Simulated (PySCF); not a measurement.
Species: C6H10.
Numbering: `[CH:1]#[C:2][C:3]([CH3:4])([CH3:5])[CH3:6]` (hydrogens: H7 on C1; H8, H9, H10 on C4; H11, H12, H13 on C5; H14, H15, H16 on C6)

Computed geometry: GFN2-xTB, gas phase.

Question: What internal coordinates does the optimisation give?

Answer: 
| bond | length (bohr) | order |
| --- | --- | --- |
| C1≡C2 | 2.261 | triple |
| C2–C3 | 2.754 | single |
| C3–C4, C3–C5, C3–C6 | 2.897 | single |
| C1–H7 | 1.983 | single |
| C4–H8 and 8 like bonds | 2.056 | single |

Bonds in one row agree within 0.02 bohr and their mean is given. Orders are formal, as drawn. A selection of angles:
| angle | degrees |
| --- | --- |
| C2–C1–H7 | 180.0 |
| C1–C2–C3 | 180.0 |
| C2–C3–C4 | 108.9 |
| C4–C3–C5 | 110.0 |
| C3–C4–H8 | 110.5 |
| H8–C4–H9 | 108.7 |
| H8–C4–H10 | 108.4 |

The 5 C–C bonds span 1.196 Å (C1≡C2, drawn triple) to 1.533 Å (C3–C6, drawn single), a spread of 0.337 Å.

Point group: C3v (tolerance 0.08 Å). Whether it is a minimum is left open (no frequencies).
